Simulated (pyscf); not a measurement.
Structures and frequencies: ωB97X-D3(BJ)/def2-SVP in PySCF.

Task: For the elementary gas-phase step HO–SiH₂–O–SiH₃ + hydrogen fluoride (HF) -> HO–SiH₂–F + silanol (HO–SiH₃) (singlet surface; O–Si, F–H broken, F–Si, H–O formed), what barrier and reaction energy does ωB97M-D3(BJ)/def2-TZVP give, measured from the separated reactants?

Result: ΔE‡ = 15.5 kcal/mol, ΔE = -6.8 kcal/mol. Zero-point energy shifts the barrier by +1.4 kcal/mol. It is a four-centre exchange, with an imaginary mode of 556i cm⁻¹. On the reactant side the descent ends in a complex, 7.8 kcal/mol under the separated species and 23.8 kcal/mol under the saddle at ωB97X-D3(BJ)/def2-TZVP. On the product side the descent ends in a complex (not fully relaxed), 4.3 kcal/mol under the separated species and 25.5 kcal/mol under the saddle at ωB97X-D3(BJ)/def2-TZVP. This is the saddle that the search found; another between the same sides may lie lower.
